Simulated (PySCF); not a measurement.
Compound: protonated cyanoacetylene cation, C₃H₂N (charge +1).
Bonds: C1–C2 (triple), C2–C3, C3–N4 (triple). Hydrogens: H5 on C1; H6 on N4.

The calculation used MP2 and CCSD/aug-cc-pVDZ in PySCF, restricted Hartree–Fock reference, 4 core orbitals frozen, non-relativistic, gas phase, PBE0-D3(BJ)/def2-SVP geometry.

E(HF) = -168.86118 Eh.

**Question.** How large is the problem?

**Answer.** 110 basis functions and 26 electrons; 4 orbitals frozen, which leaves o = 9 correlated occupied and v = 97 virtual orbitals. That is o·v = 873 singles and o·v(o·v + 1)/2 = 381501 distinct closed-shell doubles amplitudes before symmetry; the costliest CCSD step grows as o²v⁴ = 7.2 × 10^9.

**Question.** What are the MP2 and CCSD correlation energies?

**Answer.** MP2 -0.5383 Eh and CCSD -0.5495 Eh, which gives totals of -169.39948 and -169.41072 Eh. That is 0.831 eV for each correlated electron at CCSD (1443 kJ/mol in all, 0.324 % of the total energy); MP2 gives 98.0 % of the CCSD value.

**Question.** What is the T1 diagnostic?

**Answer.** 0.0158, below the customary warning level of 0.02. It is the norm of the spatial-orbital singles amplitudes over the root of the number of correlated electrons, so the norm is 0.067.

No triples correction and no basis-set extrapolation were made.

The job also held the EOM ionisation and excitation roots. Hardware: Arm Neoverse V2, one thread, on a shared host. Cost: 4.5 min of wall time.
